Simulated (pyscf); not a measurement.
Structures and frequencies: ωB97X-D3(BJ)/def2-SVP in PySCF.

H₂O (SMILES O) + H₂N–SiH₂–OH (SMILES N[SiH2]O) → HO–SiH₂–OH (SMILES O[SiH2]O) + NH₃ (SMILES N)
Surface: singlet. Broken: H–O, N–Si. Formed: O–Si, H–N. Give ΔE‡ and ΔE from M06-2X/def2-TZVP, relative to the separated reactants.

ΔE‡ = 17.1 kcal/mol, ΔE = -11.7 kcal/mol. CCSD(T)/def2-TZVPP + ΔMP2(QZVPP) gives 20.4 kcal/mol and -10.9 kcal/mol. Zero-point energy shifts the barrier by +1.0 kcal/mol. It is a four-centre exchange, with an imaginary mode of 1082i cm⁻¹. On the reactant side the descent ends in a complex, 4.8 kcal/mol under the separated species and 22.1 kcal/mol under the saddle at ωB97X-D3(BJ)/def2-TZVP. On the product side the descent ends in an adduct with a N–Si contact, 5.3 kcal/mol under the separated species and 33.9 kcal/mol under the saddle at ωB97X-D3(BJ)/def2-TZVP. What is counted as broken (N–Si) persists as a longer contact in the product adduct; parting that adduct is a step of its own. At ωB97X-D3(BJ)/def2-TZVP the barrier from the zero used here is 17.3 kcal/mol. One saddle was located; it need not be the lowest between these sides. The CCSD(T) − MP2 part came from Ansatz, without density fitting, on the same reference.
